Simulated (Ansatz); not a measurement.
# CH2Al: the cost of one run

Program: Ansatz 0.2.0, Gaussian basis. Level of theory: def2-QZVPP, all electrons in the functionals. These are calculated values, not measurements.

Plan: PBE, BLYP, r2SCAN, B97M-V, PBE0, B3LYP, at charge 0, quartet; charge 0, doublet; charge 0, sextet; charge 1, triplet; charge 1, quintet.

### 1 The system

The geometry is a PBE0/def2-TZVP stationary point (not a proven minimum).

4 atoms, charge 0, spin multiplicity 4.

Atoms are counted from 1 here; the program's logs count them from 0.

Bond lengths: Al1–C2 1.923 Å, Al1–H3 1.613 Å, C2–H4 1.088 Å. Angles: C2–Al1–H3 117.5°, Al1–C2–H4 152.8°.

Geometry (Å):

```
Al    0.00000   -0.07439    0.61339
C     0.00000    0.01012   -1.30803
H     0.00000    1.32170    1.42050
H     0.00000    0.54904   -2.25375
```

No dispersion term is added; B97M-V holds VV10 nonlocal correlation. B3LYP takes the VWN-RPA correlation.

The geometry shown and the zero of energy belong to the point charge 0, quartet. The yardstick, UCCSD(T), and other wave-function levels (R restricted, U unrestricted, valence and pair active spaces) come from earlier runs.

### 2 PBE, charge 0, quartet

Contents of in.yaml:

```yaml
crystal:
  periodic: [false, false, false]
  atoms:
    - {symbol: Al, position_ang: [0.000000, -0.074388, 0.613390]}
    - {symbol: C, position_ang: [0.000000, 0.010117, -1.308029]}
    - {symbol: H, position_ang: [0.000000, 1.321704, 1.420502]}
    - {symbol: H, position_ang: [0.000000, 0.549036, -2.253748]}
basis:
  gaussian: {orbitals: "def2-QZVPP.json"}
magnetization: {spin_polarized: true, initial_magnetization: 3}
hamiltonian: {xc: {name: PBE}}
output: {orbitals: {seedname: orbitals}}
```

On the command line:

```console
$ ansatz run in.yaml --threads 1 --pin off --events-out ev --progress --plain --max-ram 2393MiB
```

**Question.** How long does this run take on 1 thread of Arm Neoverse V2, shared host?

About 3.7 s.
